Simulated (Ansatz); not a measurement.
Two isomers of C2H7NOS: A = `CNC(O)S`, B = `CC(N)(O)S`.

Calculated with Ansatz (gas phase, PBE0-D4/def2-TZVP geometries, no zero-point term in ΔE). CCSD(T)/CBS adds triple-zeta CCSD(T) − MP2 to the extrapolated MP2 energy (def2 sets, frozen cores). DFT in def2-TZVPP. Each species was taken in one conformer, which may not be the lowest.

Which isomer does CCSD(T)/CBS put lower? Give the gap. (An estimate is asked.)

Computed: B, by 52.2 kJ/mol.

Give E(B) − E(A) in kJ/mol with PBE-D4, CCSD(T)/def2-TZVPP, r2SCAN-D4, CCSD/def2-TZVPP, HF/def2-TZVPP, ωB97M-V, B2PLYP. (Estimate.)

Ansatz gave: PBE-D4 -45.1, CCSD(T)/def2-TZVPP -50.6, r2SCAN-D4 -50.8, CCSD/def2-TZVPP -49.4, HF/def2-TZVPP -43.1, ωB97M-V -50.4, B2PLYP -46.5. None reverses the order clearly.

Largest T1 diagnostic: 0.011.

The D4 term adds −3.4 kJ/mol with B3LYP and −1.6 kJ/mol with PBE0; it sums over pairs of atoms, weighted by their polarisabilities, and B3LYP, whose exchange is more repulsive, gets the larger term. In def2-TZVPP, CCSD(T) changes the Hartree–Fock value by −7.5 kJ/mol (the triples alone add −1.1 kJ/mol) and MP2 by −11.1 kJ/mol.

B3LYP here is the variant with VWN-RPA as its local correlation; programs differ in this.
